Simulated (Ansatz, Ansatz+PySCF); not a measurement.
Two shapes of triplet CH₂.

Shape 1:

```xyz
3

C    -0.0403   -0.0063   -0.1348
H    -0.0051    0.9937    0.2691
H    -0.0482   -1.0127    0.3279
```

Shape 2:

```xyz
3

C     0.0000    0.0000   -0.1144
H     0.0000    1.0843    0.3432
H     0.0000   -1.0843    0.3432
```

Basis set: 6-31G* (spherical functions). Frozen core: 1 orbital. Charge 0, multiplicity 3.

Computed with Ansatz (development build ahead of 0.2.0); each method stands on the lowest determinant of its kind that the runs found.

Task: Which shape is lower in energy, and by how much in each method?

Result:

```csv
method,E(2) − E(1) (eV)
UHF,0.350
UHF-MP2,0.302
```

Shape 1 is lower.
